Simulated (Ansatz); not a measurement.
# ClH: a test of scalar relativity

With Ansatz's Python interface.

Typed at the interpreter:
```pycon
>>> import ansatz as az
>>> import numpy as np
>>> GEOMETRY = """
... Cl    0.54521   -0.17826    0.28035
... H    -0.54521    0.17826   -0.28035
... """
>>> system = az.Crystal.molecule()
>>> for line in GEOMETRY.strip().splitlines():
...     symbol, *xyz = line.split()
...     system = system.atom(symbol, [float(v) for v in xyz])
...
>>> calc = system.calculation().functional("hf").forces()
>>> # a set contracted for a scalar-relativistic Hamiltonian goes with the relativistic run
>>> sets = {"none": "cc-pVTZ", "scalar": "cc-pVTZ-DK"}
>>> found = {kind: calc.basis(gaussian=basis).pseudopotentials(relativity=kind).run(threads=1, pin="off").report for kind, basis in sets.items()}
>>> for kind, each in found.items():
...     dipole = 4.803205 * np.linalg.norm(each["charge_distribution"]["dipole_moment_e_ang"])
...     print(f"{kind:7s} E = {each['free_energy_ev']:.4f} eV  dipole {dipole:.3f} D  largest force component {np.abs(each['forces_ev_ang']).max():.4f} eV/A")
...
none    E = -12520.1434 eV  dipole 1.271 D  largest force component 0.2845 eV/A
scalar  E = -12558.4798 eV  dipole 1.258 D  largest force component 0.2892 eV/A
>>> print(f"relativity lowers the total energy by {found['none']['free_energy_ev'] - found['scalar']['free_energy_ev']:.3f} eV")
relativity lowers the total energy by 38.336 eV
```

The total moves by -38.3 eV, nearly all in the cores, and the dipole from 1.27 to 1.26 D.

Total energies depend on the basis set; only differences at equal settings carry meaning. The geometry is a force-field or estimated start, not a minimum of this method. The basis set changes with the Hamiltonian (a set recontracted for scalar relativity), and most of the change in the total lies in the cores. Timing: 0.8 s on 1 thread of Arm Neoverse V1 (shared host), peak memory 0.15 GiB.
